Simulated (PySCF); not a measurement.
Species: glyoxal, C2H2O2, charge 0, multiplicity 1. SMILES: O=CC=O
Structure (B3LYP-D3(BJ)/def2-TZVP (Ansatz) minimum search):
```
C
O 1 1.2008
H 1 1.1067 2 123.65
C 1 1.5237 3 114.79 2 -180.00
O 4 1.2008 1 121.56 3 0.00
H 4 1.1067 5 123.65 1 180.00
```
Charge 0, spin multiplicity 1.

Dispersion corrections to the total energy (kcal/mol) from the dftd3 and dftd4 libraries through PySCF: D3(BJ) without and D4 with the three-body term, each with the damping fitted for the functional named.

| functional | D3(BJ) | D4 |
|---|---|---|
| B2GP-PLYP | -1.07 | … |
| TPSSh | -2.16 | … |
| HF | -18.32 | -7.38 |
| PW6B95 | … | -1.60 |
| PBE | -1.95 | -1.79 |
| BP86 | -2.90 | -2.29 |
| revPBE | -5.26 | -6.67 |

Problem. Complete the blanks.

Solution. 
- B2GP-PLYP, D4: -0.73
- TPSSh, D4: -2.20
- PW6B95, D3(BJ): -0.85
